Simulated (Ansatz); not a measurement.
# C3H8N2: a ladder of functionals and wavefunction methods

Aim: compute C3H8N2 with functionals from several rungs and with coupled cluster. The yardstick is the atomisation energy at the CCSD(T) limit.

The runs use Ansatz 0.2.0, Gaussian basis; functionals in def2-TZVPP, the program's frozen cores in correlated methods.

Plan: LDA (SPW92), PBE-D4, revPBE-D4, BLYP-D4, r2SCAN-D4, B97M-V, PBE0-D4, B3LYP-D4, r2SCANh-D4, r2SCAN0-D4, HSE06-D4, BHLYP-D4, CAM-B3LYP-D4, LC-ωPBE, ωB97X-V, ωB97M-V, B2PLYP, PBE-QIDH; CCSD(T)/def2-SVP; CCSD(T)/def2-TZVPP; MP2/def2-QZVPP; extrapolation to the limit; RPA on PBE.

## 1. The geometry

The geometry comes from an earlier relaxation with PBE0-D4 in a triple-zeta def2 set; it is a stationary point, not always the lowest conformer.

SMILES `NC1(N)CC1`, 13 atoms, charge 0, spin multiplicity 1.

Atoms are counted from 1 here; the program's logs count them from 0.

Bond lengths: N1–C2 1.442 Å, N1–H6 1.012 Å, N1–H7 1.014 Å, C2–N3 1.429 Å, C2–C4 1.501 Å, C2–C5 1.490 Å, N3–H8 1.014 Å, N3–H9 1.014 Å, C4–C5 1.510 Å, C4–H10 1.083 Å, C4–H11 1.083 Å, C5–H12 1.082 Å, C5–H13 1.084 Å. Angles: C2–N1–H6 111.5°, C2–N1–H7 110.9°, H6–N1–H7 107.6°, N1–C2–N3 115.3°, N1–C2–C4 121.5°, N1–C2–C5 117.3°, N3–C2–C4 115.0°, N3–C2–C5 116.2°, C4–C2–C5 60.6°, C2–N3–H8 110.5°, C2–N3–H9 109.2°, H8–N3–H9 107.3°, C2–C4–C5 59.3°, C2–C4–H10 117.5°, C2–C4–H11 118.1°, C5–C4–H10 117.5°, C5–C4–H11 117.5°, H10–C4–H11 115.5° and more.

## 2. LDA

This LDA is Slater exchange with PW92 correlation.

The input, in.yaml:

```yaml
crystal:
  periodic: [false, false, false]
  atoms:
    - {symbol: N, position_ang: [-1.162473, 0.898208, 0.508862]}
    - {symbol: C, position_ang: [-0.129294, -0.063953, 0.217013]}
    - {symbol: N, position_ang: [-0.131717, -1.232271, 1.040423]}
    - {symbol: C, position_ang: [0.372899, -0.275150, -1.181328]}
    - {symbol: C, position_ang: [1.209198, 0.466709, -0.166547]}
    - {symbol: H, position_ang: [-0.942806, 1.807369, 0.123605]}
    - {symbol: H, position_ang: [-2.051046, 0.606211, 0.116866]}
    - {symbol: H, position_ang: [-0.931852, -1.816258, 0.825871]}
    - {symbol: H, position_ang: [-0.213013, -0.955536, 2.012497]}
    - {symbol: H, position_ang: [-0.088067, 0.306123, -1.970837]}
    - {symbol: H, position_ang: [0.693953, -1.270153, -1.462415]}
    - {symbol: H, position_ang: [2.072179, -0.043956, 0.239015]}
    - {symbol: H, position_ang: [1.322438, 1.537957, -0.288228]}
basis:
  gaussian: {orbitals: def2-TZVPP}
hamiltonian: {xc: lda}
output: {orbitals: {seedname: orbitals}}
```

Started as:

```
> ansatz run in.yaml --threads 4 --pin off --events-out ev --progress --plain --max-ram 10444MiB
```

Further steps of the session: PBE-D4 (GGA); revPBE-D4 (GGA); BLYP-D4 (GGA); r2SCAN-D4 (meta-GGA); B97M-V (meta-GGA); PBE0-D4 (hybrid); B3LYP-D4 (hybrid); r2SCANh-D4 (hybrid); r2SCAN0-D4 (hybrid); HSE06-D4 (hybrid); BHLYP-D4 (hybrid); CAM-B3LYP-D4 (range-separated); LC-ωPBE (range-separated); ωB97X-V (range-separated); ωB97M-V (range-separated); B2PLYP (double hybrid); PBE-QIDH (double hybrid); CCSD(T) in def2-SVP; CCSD(T) in def2-TZVPP; MP2 in def2-QZVPP; RPA on PBE orbitals.

**Question.** What will the summary of the whole plan be? Wanted: atomisation energy, CCSD(T)/CBS; farthest beyond LDA; mean size of error, GGA; mean size of error, meta-GGA; mean size of error, hybrid; mean size of error, range-separated; mean size of error, double hybrid; gap, smallest and largest; T1 diagnostic.

The runs gave:

| quantity | value |
| --- | --- |
| atomisation energy, CCSD(T)/CBS | 1191.4 kcal/mol |
| functionals within 6.0 kcal/mol (0.5 %) | BLYP-D4, r2SCAN-D4, B97M-V, B3LYP-D4, PBE-QIDH |
| farthest beyond LDA | PBE-D4 (+37.5 kcal/mol) |
| mean size of error, GGA | 16.3 kcal/mol |
| mean size of error, meta-GGA | 1.4 kcal/mol |
| mean size of error, hybrid | 14.9 kcal/mol |
| mean size of error, range-separated | 8.4 kcal/mol |
| mean size of error, double hybrid | 6.5 kcal/mol |
| gap, smallest and largest | 5.22 eV (BLYP-D4), 12.45 eV (LC-ωPBE) |
| T1 diagnostic | 0.0089 |
| triples share of the correlation energy | 4.0 % |

**Reading.** LDA overbinds by 191.5 kcal/mol (16 %). PBE-D4 misses by +37.5 kcal/mol. Double hybrids carry the basis error of their MP2 part in triple zeta, and no dispersion term here, so their miss is partly the set-up's. By mean error the best rung here is meta-GGA (1.4 kcal/mol) and the worst beyond LDA is GGA (16.3 kcal/mol). hybrid functionals lie within the reference's doubt of that worst mean (14.9 kcal/mol), so those two tie. The reference freezes the cores and leaves out relativity and excitations past (T), so misses under about 6.0 kcal/mol can't be ranked. Hartree-Fock recovers 70 % of the binding; the rest is correlation. CCSD(T) in def2-SVP is off by -61.7 kcal/mol, which most functionals beat. The gap grows from 5.2 to 12.5 eV across the functionals, mostly with the share of exact exchange.
